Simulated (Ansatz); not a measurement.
# doublet P₂(+): levels of theory in one basis

```xyz
2

P     0.0000    0.0000    0.0000
P     0.0000    0.0000    2.0853
```

Basis set: def2-SVP (spherical functions). Left uncorrelated: 10 orbitals. Correlation on ROHF uses semicanonical orbitals with singles. Charge 1, multiplicity 2.

Computed with Ansatz (development build ahead of 0.2.0); each method stands on the lowest determinant of its kind that the runs found.

| method | E − E(ROHF) (eV) | <S²> of the determinant |
| --- | --- | --- |
| ROHF | 0.00 | – |
| UHF | -0.47 | 1.36 |
| ROHF-MP2 | -5.41 | – |
| UHF-MP2 | -4.73 | 1.36 |
| UHF-CCSD(T) | -6.45 | 1.36 |
| UHF-CCSDT(Q) | -6.58 | 1.36 |

Problem. What does ROHF-CCSD(T) give on the same scale?

Solution. -6.50 eV.

The restricted and unrestricted rows may stand on different electronic states: another unrestricted solution lies nearer the restricted one.

Caution for UHF, UHF-MP2, UHF-CCSD(T), UHF-CCSDT(Q): the unrestricted determinant is spin contaminated; the determinant may break the point group. Caution for ROHF-MP2, UHF-MP2: MP2 on this radical cation hangs on the determinant chosen. Caution for UHF-MP2, UHF-CCSD(T): another reference gives a lower total.
